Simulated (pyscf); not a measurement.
A first-order saddle from PySCF, ωB97X-D3(BJ)/def2-SVP:

```xyz
10

B     -1.7943    -0.3550     0.3366
O     -2.2097     1.0081     0.8683
H     -0.8757    -0.8454     0.9708
H     -2.6856    -1.0930    -0.0163
H     -2.0510     1.0977     1.8160
Si    -0.7082     1.5188    -0.3242
H     -1.3250     0.0334    -0.8264
H     -1.5558     2.4903    -1.0548
H      0.0018     2.0221     0.8897
H      0.4403     1.1958    -1.2413
```

Surface: singlet, charge 0. Lowest wavenumbers (cm⁻¹): 228i, 128, 303, 493, 607.

Q: Name the species on either side of this saddle.

A: `[BH2][OH]` + `[SiH4]` <-> `[BH3]` + `[OH][SiH3]`, a four-centre exchange read from left to right: B–O, H–Si broken and B–H, O–Si formed. At CCSD(T)/def2-TZVPP + ΔMP2(QZVPP) it lies +0.75 eV from the left side and +0.05 eV from the right (each side as separated species at their lowest minima found). On the product side the descent ends in an adduct with a B–O contact, 0.70 eV under the separated species and 0.64 eV under the saddle at ωB97X-D3(BJ)/def2-TZVP. What is counted as broken (B–O) persists as a longer contact in the product adduct; parting that adduct is a step of its own. At the saddle there is also a short B–Si contact that neither side keeps. At ωB97X-D3(BJ) the barrier from the zero used here is 0.64 eV. One saddle was located; it need not be the lowest between these sides. The CCSD(T) − MP2 part came from Ansatz, without density fitting, on the same reference.
